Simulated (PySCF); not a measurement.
How methods differ on the electron affinity of B

B- [He] 2s2 2p2 (3P) → B [He] 2s2 2p1 (2P), as a difference of total energies. All numbers are calculated (PySCF 2.14, the spin-free X2C one-electron Hamiltonian (Gaussian nucleus), in aug-cc-pVQZ-DK). Correlated levels: valence: 1s2 frozen. The calculations carry no spin-orbit coupling.

| method | electron affinity (eV) | error (eV) |
| --- | --- | --- |
| UHF | -0.306 | -0.586 |
| LDA | 0.740 | +0.460 |
| PBE | 0.619 | +0.339 |
| PBE0 | 0.475 | +0.195 |
| r2SCAN | 0.584 | +0.304 |
| M06 | 0.291 | +0.011 |
| PW91 | 0.642 | +0.362 |
| LC-wPBE | 0.402 | +0.122 |
| B2PLYP | 0.273 | -0.007 |
| MP2 (valence) | 0.224 | -0.056 |
| SCS-MP2 (valence) | 0.074 | -0.206 |

Reference: 0.280 eV (measured; photodetachment measurements, as compiled on the Wikipedia data page of electron affinities).

Errors of the correlated levels include the incompleteness of this basis and the frozen core.

A negative affinity means that the anion lies above the atom at that level of theory.

In the anion the highest occupied orbital energy is positive at LDA, PBE, PBE0, r2SCAN, M06, PW91, B2PLYP, a self-interaction effect; the basis confines that electron, and the energy difference can still be sensible.
